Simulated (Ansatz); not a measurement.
System: rock-salt HfN. Method: revPBE (plane waves, PAW; Ansatz, an electronic-structure program).

Run with plane-wave cutoff 520 eV, 16×16×16 k mesh, Fermi–Dirac smearing 0.1 eV, perturbation theory, scalar-relativistic PAW data made under PBE.

Computed at the level's own relaxed cell.

### Question
Estimate the zone-centre TO phonon frequency that the calculation returns.

### Answer

- zone-centre TO phonon frequency: 469 cm⁻¹

Spin–orbit coupling is not included.

It cost about 17 core-minutes (a rough figure) of CPU time.
